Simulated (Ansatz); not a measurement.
## A basis-limit estimate, worked out

An elementary step of SiH₃O, doublet (SiH₃O ([O][SiH3]) → SiH₃O ([OH][SiH2]); bonds formed: H1–O3; bonds broken: H1–Si2). “Start” is the structure reached by relaxing down from the saddle towards the reactants; PBE0-D4/def2-TZVP structures. The saddle:

```json
{"atom": "H1", "x (Å)": "-1.1953", "y (Å)": "-0.6739", "z (Å)": "-0.1482"}
{"atom": "Si2", "x (Å)": "0.0983", "y (Å)": "0.1974", "z (Å)": "0.0884"}
{"atom": "O3", "x (Å)": "-0.0071", "y (Å)": "-1.2290", "z (Å)": "-0.6618"}
{"atom": "H4", "x (Å)": "0.7414", "y (Å)": "0.2787", "z (Å)": "1.4259"}
{"atom": "H5", "x (Å)": "0.3628", "y (Å)": "1.4269", "z (Å)": "-0.7041"}
```

Ansatz 0.2.0; basis: def2-TZVPP and def2-QZVPP; cores frozen in the correlated methods; orbitals are unrestricted.

Energies in eV:

| quantity | saddle | start |
| --- | --- | --- |
| Hartree–Fock, triple zeta (X = 3) | -9945.72970 | -9947.55872 |
| Hartree–Fock, quadruple zeta (X = 4) | -9946.09902 | -9947.91344 |
| MP2 correlation, X = 3 | -9.55343 | -8.55448 |
| MP2 correlation, X = 4 | -10.31495 | -9.28874 |
| CCSD(T) correlation, X = 3 | -10.73838 | -9.78441 |

Q: Work out the barrier at the basis limit: extrapolate Hartree–Fock as E(X) = E∞ + A exp(−7.88 √X) and the MP2 correlation as E(X) = E∞ + B X^−2.97 (the exponents that Neese and Valeev fitted for def2-TZVPP and QZVPP), then add CCSD(T) − MP2 in triple zeta.

A: Each step is linear, so take the differences first (saddle − start): Hartree–Fock 1.82902 (X = 3) and 1.81442 (X = 4); MP2 correlation -0.99895 and -1.02621; CCSD(T) correlation -0.95397.
Two points give E∞ = E(4) + w [E(4) − E(3)], with w = 1/(exp(7.88 (2 − √3)) − 1) = 0.1377 for Hartree–Fock and w = 1/((4/3)^2.97 − 1) = 0.7407 for the correlation.
Hartree–Fock: 1.81442 + 0.1377 × (-0.01460) = 1.8124 eV.
MP2 correlation: -1.02621 + 0.7407 × (-0.02726) = -1.0464 eV.
CCSD(T) − MP2: -0.95397 − (-0.99895) = 0.0450 eV.
Sum: 1.8124 + (-1.0464) + 0.0450 = 0.8110 eV, or 18.70 kcal/mol. Plain CCSD(T) in triple zeta gives 0.8751 eV, so the larger basis shifts the result by -0.0641 eV.

The T1 diagnostic stays at or below 0.029. ⟨S²⟩ of the unrestricted Hartree–Fock references: 0.75 to 0.79 (a pure state has 0.75).

Labels in which every atom is bracketed show which atoms are joined, not bond orders.

For scale, one of the runs: CCSD(T)/def2-TZVPP, 115 basis functions, launched by `ansatz run in.yaml --threads 2 --pin off --events-out ev --progress --plain --max-ram 4352MiB`. Time: 15 s of wall clock on 2 CPU threads of an Arm Neoverse V1; the host was shared. Peak host memory: 0.89 GiB.
